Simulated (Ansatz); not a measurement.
Candidates: hcp Os, hcp Re, hcp Mg, α-phase Ga, body-centred tetragonal In, white tin (β-Sn). Level: r²SCAN in Ansatz (PAW).

Ansatz's runs of these crystals have no spin polarisation.

Spin–orbit coupling is left out, also for the solids with elements from indium on (hcp Os, hcp Re, body-centred tetragonal In, white tin (β-Sn)); its size isn't shown.

Ansatz's density-functional and Hartree–Fock values are scalar-relativistic unless marked +SOC, with PAW data made under PBE.

Task: Order them by their equilibrium volume per atom at this level, smallest first.

Result: hcp Os (14.02 Å³/atom), hcp Re (14.70 Å³/atom), α-phase Ga (19.19 Å³/atom), hcp Mg (22.57 Å³/atom), body-centred tetragonal In (26.26 Å³/atom), white tin (β-Sn) (27.59 Å³/atom)

Ansatz is a first-principles code.
